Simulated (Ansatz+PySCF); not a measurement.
Two shapes of singlet C3H6.

Shape 1:

```xyz
9

C     0.8657    0.0000    0.0000
C    -0.4329    0.7497    0.0000
C    -0.4329   -0.7497    0.0000
H     1.4622    0.0000    0.9165
H     1.4622    0.0000   -0.9165
H    -0.7311    1.2663   -0.9165
H    -0.7311    1.2663    0.9165
H    -0.7311   -1.2663    0.9165
H    -0.7311   -1.2663   -0.9165
```

Shape 2:

```xyz
9

C     0.8239   -0.0060   -0.0268
C    -0.4704    0.7229    0.0192
C    -0.4099   -0.7766    0.0354
H     1.4235    0.0005    0.8848
H     1.4426    0.0372   -0.9435
H    -0.6852    1.2485   -0.9252
H    -0.7202    1.2861    0.8718
H    -0.6946   -1.2322    0.9147
H    -0.7763   -1.2798   -0.9329
```

Basis set: def2-SVP (spherical functions). Correlated methods keep 3 orbitals frozen. Charge 0, multiplicity 1.

Computed with Ansatz (development build ahead of 0.2.0); each method stands on the lowest determinant of its kind that the runs found.

(1) Which shape is lower in energy, and by how much in each method?

## Answers

(1)

```tsv
method	E(2) − E(1) (eV)
UHF	0.264
RHF-CCSD	0.281
RHF-CCSD(T)	0.285
PBE (unrestricted)	0.282
PBE0 (restricted)	0.263
```

Shape 1 is lower.
